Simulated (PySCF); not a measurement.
Working out the electron affinity of S

S- [Ne] 3s2 3p5 (2P) → S [Ne] 3s2 3p4 (3P). All numbers are calculated (PySCF 2.14, no relativity, point nucleus, in def2-TZVPPD (6s6p4d1f, 51 functions)). Frozen: 1s2. Energies in hartree (1 hartree = 27.21139 eV):

| part | S- (lower) | S (upper) |
| --- | --- | --- |
| UHF | -397.534838 | -397.502353 |
| CCSD correlation | -0.328734 | -0.294595 |
| (T) | -0.009163 | -0.006333 |

Q: What does Hartree-Fock give?

A: (-397.502353) − (-397.534838) = 0.032485 hartree = 0.884 eV.

Q: What do CCSD and CCSD(T) give?

A: The CCSD correlation energies differ by 0.034139 hartree = 0.929 eV and the triples by 0.002830 hartree = 0.077 eV, so CCSD gives 1.813 eV and CCSD(T) 1.890 eV.

A first-order spin-orbit estimate adds -0.003 eV to CCSD(T) (valence and next inner shell), giving 1.887 eV against 2.077 eV (measured; photodetachment measurements, as compiled on the Wikipedia data page of electron affinities).

What remains against the reference includes basis incompleteness, the frozen core and higher excitations.
